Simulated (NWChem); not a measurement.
All runs are NWChem calculations. System: S, charge 0, spin multiplicity 3. Its SCF solution wasn't tested for a lower state. Level: UHF/def2-TZVPD.

Input file:

```
start mol
memory heap 200 mb stack 900 mb global 1100 mb
geometry units angstroms nocenter noautoz
  S      0.000000     0.000000     0.000000
  symmetry group D2h
end
basis spherical
  * library def2-tzvpd
end
scf
  uhf
  nopen 2
  maxiter 100
  thresh 1e-7
  semidirect memsize 60000000 filesize 0
  # guess.movecs holds the orbitals of an unrestricted PBE0 run
  vectors input guess.movecs output mol.movecs
end
task scf energy
```

NWChem printed:

```
             Northwest Computational Chemistry Package (NWChem) 7.3.0
             --------------------------------------------------------

                                NWChem Input Module
                                -------------------

 Scaling coordinates for geometry "geometry" by  1.889725989
 (inverse scale =  0.529177249)

                             Geometry "geometry" -> ""
                             -------------------------

 Output coordinates in angstroms (scale by  1.889725989 to convert to a.u.)

  No.       Tag          Charge          X              Y              Z
 ---- ---------------- ---------- -------------- -------------- --------------
    1 S                   16.0000     0.00000000     0.00000000     0.00000000

 Effective nuclear repulsion energy (a.u.)       0.0000000000

            Nuclear Dipole moment (a.u.)
            ----------------------------
        X                 Y               Z
 ---------------- ---------------- ----------------
     0.0000000000     0.0000000000     0.0000000000

      Symmetry information
      --------------------

 Group name             D2h
 Group number             26
 Group order               8
 No. of unique centers     1

      Symmetry unique atoms

     1


 Summary of "ao basis" -> "" (spherical)
 ------------------------------------------------------------------------------
       Tag                 Description            Shells   Functions and Types
 ---------------- ------------------------------  ------  ---------------------
 *                         def2-tzvpd                 on all atoms

 Summary of "ao basis" -> "ao basis" (spherical)
 ------------------------------------------------------------------------------
       Tag                 Description            Shells   Functions and Types
 ---------------- ------------------------------  ------  ---------------------
 S                         def2-tzvpd               16       46   6s6p3d1f

                                 NWChem SCF Module
                                 -----------------

  ao basis        = "ao basis"
  functions       =    46
  atoms           =     1
  alpha electrons =     9
  beta  electrons =     7
  charge          =   0.00
  wavefunction    = UHF
  use symmetry    = T
  symmetry adapt  = T

 Summary of "ao basis" -> "ao basis" (spherical)
 ------------------------------------------------------------------------------
       Tag                 Description            Shells   Functions and Types
 ---------------- ------------------------------  ------  ---------------------
 S                         def2-tzvpd               16       46   6s6p3d1f

      Symmetry analysis of basis
      --------------------------

        ag         12
        au          1
        b1g         3
        b1u         8
        b2g         3
        b2u         8
        b3g         3
        b3u         8

 Forming initial guess at       0.1s

   Symmetry analysis of molecular orbitals - initial alpha
   -------------------------------------------------------

  Numbering of irreducible representations:

     1 ag          2 au          3 b1g         4 b1u         5 b2g
     6 b2u         7 b3g         8 b3u

  Orbital symmetries:

     1 ag          2 ag          3 b3u         4 b1u         5 b2u
     6 ag          7 b3u         8 b1u         9 b2u        10 ag
    11 b3u        12 b1u        13 b2u        14 b2g        15 ag
    16 b1g        17 b3g        18 ag         19 b3u
[...]
  ----- ------------  ---------------      ----- ------------  ---------------
    17      0.556436  1 S  py                20      0.355898  1 S  py
    14      0.247420  1 S  py                 8     -0.192947  1 S  py

 Vector   10  Occ=0.000000D+00  E= 7.960033D-02  Symmetry=b3u
              MO Center= -3.1D-19,  4.8D-33,  2.4D-19, r^2= 1.4D+01
   Bfn.  Coefficient  Atom+Function         Bfn.  Coefficient  Atom+Function
  ----- ------------  ---------------      ----- ------------  ---------------
    22      1.205735  1 S  px                19     -0.441635  1 S  px

 Vector   11  Occ=0.000000D+00  E= 7.960033D-02  Symmetry=b1u
              MO Center=  9.5D-34,  4.4D-33,  5.4D-20, r^2= 1.4D+01
   Bfn.  Coefficient  Atom+Function         Bfn.  Coefficient  Atom+Function
  ----- ------------  ---------------      ----- ------------  ---------------
    24      1.205735  1 S  pz                21     -0.441635  1 S  pz

 Vector   12  Occ=0.000000D+00  E= 8.684005D-02  Symmetry=b2u
              MO Center= -4.9D-20,  5.8D-19,  8.8D-21, r^2= 1.4D+01
   Bfn.  Coefficient  Atom+Function         Bfn.  Coefficient  Atom+Function
  ----- ------------  ---------------      ----- ------------  ---------------
    23      1.218516  1 S  py                20     -0.485749  1 S  py

                     UHF Final Beta Molecular Orbital Analysis
                     -----------------------------------------

 Vector    5  Occ=1.000000D+00  E=-6.659366D+00  Symmetry=b1u
              MO Center=  9.8D-21, -9.9D-32,  3.1D-17, r^2= 6.8D-02
   Bfn.  Coefficient  Atom+Function         Bfn.  Coefficient  Atom+Function
  ----- ------------  ---------------      ----- ------------  ---------------
     9      0.711137  1 S  pz                12      0.352480  1 S  pz

 Vector    6  Occ=1.000000D+00  E=-7.740862D-01  Symmetry=ag
              MO Center= -3.0D-21,  7.3D-35, -5.7D-20, r^2= 9.8D-01
   Bfn.  Coefficient  Atom+Function         Bfn.  Coefficient  Atom+Function
  ----- ------------  ---------------      ----- ------------  ---------------
     4      0.699342  1 S  s                  3     -0.479510  1 S  s
     5      0.474509  1 S  s

 Vector    7  Occ=1.000000D+00  E=-3.788687D-01  Symmetry=b2u
              MO Center= -3.8D-18,  4.5D-18,  1.6D-17, r^2= 1.5D+00
   Bfn.  Coefficient  Atom+Function         Bfn.  Coefficient  Atom+Function
  ----- ------------  ---------------      ----- ------------  ---------------
    17      0.532706  1 S  py                20      0.380272  1 S  py
    14      0.244033  1 S  py                 8     -0.189877  1 S  py

 Vector    8  Occ=0.000000D+00  E= 4.019506D-04  Symmetry=b3u
              MO Center=  2.4D-21, -7.7D-36,  7.2D-35, r^2= 4.1D+00
   Bfn.  Coefficient  Atom+Function         Bfn.  Coefficient  Atom+Function
  ----- ------------  ---------------      ----- ------------  ---------------
    22      0.423488  1 S  px                19      0.355304  1 S  px
    16      0.353063  1 S  px                13      0.158860  1 S  px

 Vector    9  Occ=0.000000D+00  E= 4.019506D-04  Symmetry=b1u
              MO Center=  2.1D-35,  2.8D-35,  1.0D-20, r^2= 4.1D+00
   Bfn.  Coefficient  Atom+Function         Bfn.  Coefficient  Atom+Function
  ----- ------------  ---------------      ----- ------------  ---------------
    24      0.423488  1 S  pz                21      0.355304  1 S  pz
    18      0.353063  1 S  pz                15      0.158860  1 S  pz

 Vector   10  Occ=0.000000D+00  E= 8.825607D-02  Symmetry=b2u
              MO Center= -4.5D-36,  5.0D-23, -1.3D-35, r^2= 1.4D+01
   Bfn.  Coefficient  Atom+Function         Bfn.  Coefficient  Atom+Function
  ----- ------------  ---------------      ----- ------------  ---------------
    23      1.223372  1 S  py                20     -0.507401  1 S  py

 center of mass
 --------------
 x =   0.00000000 y =   0.00000000 z =   0.00000000

 moments of inertia (a.u.)
 ------------------
           0.000000000000           0.000000000000           0.000000000000
           0.000000000000           0.000000000000           0.000000000000
           0.000000000000           0.000000000000           0.000000000000

  Mulliken analysis of the total density
  --------------------------------------

    Atom       Charge   Shell Charges
 -----------   ------   -------------------------------------------------------
    1 S   16    16.00   2.01  0.49  1.48  1.15  0.86  0.01  4.17  1.70  0.83  2.15  1.13  0.02  0.00  0.00  0.00  0.00

  Mulliken analysis of the alpha density
  --------------------------------------

    Atom       Charge   Shell Charges
 -----------   ------   -------------------------------------------------------
    1 S   16     9.00   1.00  0.25  0.74  0.58  0.43 -0.00  2.12  0.83  0.59  1.65  0.81  0.01  0.00  0.00 -0.00  0.00

   Mulliken analysis of the beta density
   -------------------------------------

    Atom       Charge   Shell Charges
 -----------   ------   -------------------------------------------------------
    1 S   16     7.00   1.00  0.24  0.74  0.57  0.43  0.01  2.05  0.87  0.24  0.50  0.32  0.01  0.00  0.00  0.00  0.00

   Mulliken analysis of the spin density
   -------------------------------------

    Atom       Charge   Shell Charges
 -----------   ------   -------------------------------------------------------
    1 S   16     2.00   0.00  0.00 -0.00  0.02  0.00 -0.02  0.06 -0.05  0.34  1.15  0.49 -0.00 -0.00 -0.00 -0.00  0.00

       Multipole analysis of the density wrt the origin
       ------------------------------------------------

     L   x y z        total         alpha         beta         nuclear
     -   - - -        -----         -----         ----         -------
     0   0 0 0     -0.000000     -9.000000     -7.000000     16.000000

     1   1 0 0     -0.000000     -0.000000      0.000000      0.000000
     1   0 1 0     -0.000000     -0.000000     -0.000000      0.000000
     1   0 0 1     -0.000000     -0.000000     -0.000000      0.000000

     2   2 0 0     -8.980563     -6.467152     -2.513411      0.000000
     2   1 1 0      0.000000      0.000000     -0.000000      0.000000
     2   1 0 1     -0.000000      0.000000     -0.000000      0.000000
     2   0 2 0    -11.260103     -6.319525     -4.940578      0.000000
     2   0 1 1      0.000000      0.000000     -0.000000      0.000000
     2   0 0 2     -8.980563     -6.467152     -2.513411      0.000000

 Task  times  cpu:        0.3s     wall:        0.3s

 Total times  cpu:        0.4s     wall:        0.4s
```
